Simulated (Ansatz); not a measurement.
Born–Oppenheimer molecular dynamics of CH₃BF (6 atoms, charge 0, multiplicity 2). It starts at the highest image of a converged band. Of that band: Neighbouring images differ by up to 1.4 eV, so the band resolves the path poorly. A vibrational analysis at the climbing image gives one clearly imaginary mode, 1563i cm⁻¹: a first-order saddle point.

The calculation used UKS BHLYP/cc-pVDZ (Ansatz).

```
ensemble                      : NVE (velocity Verlet)
time step                     : 0.5 fs
steps asked                   : 200
starting velocities drawn for : 100 K
seed                          : 4260
```

First frame:

```xyz
6
Properties=species:S:1:pos:R:3
C -0.022 0.421 -0.473
B 0.155 -0.846 0.235
F 1.119 -1.299 1.034
H -0.942 -0.209 0.585
H 0.567 1.315 -0.251
H -0.836 0.554 -1.177
```

Problem. How far do the bonds stretch over the last three quarters of this one trajectory? (Pairs bonded in most of those frames.)

Solution. 
```
 bond  mean (Å)  spread (Å)  shortest  longest
C1–B2     1.575       0.109      1.38     1.73
C1–H5     1.102       0.012      1.08     1.13
C1–H6     1.103       0.019      1.07     1.14
B2–F3     1.359       0.065      1.23     1.48
B2–H4     1.226       0.057      1.12     1.34
```

Mean temperature of the second half: 1906 K. The conserved energy stayed within 0.41 meV per atom of its start (net change 0.048 meV per atom), so the integration is sound. The kinetic energy rose, since the run started high on the potential surface and went downhill. A run of 0.1 ps of so small a system gives no equilibrium averages.

The run took 13 min on 1 thread of Intel(R) Xeon(R) Processor @ 2.50GHz (Skylake/Cascade Lake), with other jobs on the host, peak memory 0.13 GiB.
